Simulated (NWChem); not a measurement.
# hydrogen peroxide (H2O2); SMILES OO

```xyz
4

O      0.0456    -0.7264    -0.1259
O     -0.0456     0.7264    -0.1259
H     -0.7618    -0.9416     0.3740
H      0.7618     0.9416     0.3740
```
Atoms are numbered in this order, from 1.

All runs: NWChem. Pople sets run with spherical d functions. Coordinates come from a B3LYP/6-31G* (spherical d) optimisation. Level: B3LYP/6-31G* with COSMO at NWChem's default radii, gas-phase geometry; rows give the dielectric constant.

```
dielectric constant  electrostatic solvation energy (kcal/mol)  dipole in solution (D)
-------------------  -----------------------------------------  ----------------------
2.0                                                       -3.8                    1.95
3.9                                                       -5.8                    2.02
7.6                                                       -6.8                    2.05
25.0                                                      -7.6                    2.08
37.5                                                      -7.8                    2.09
```
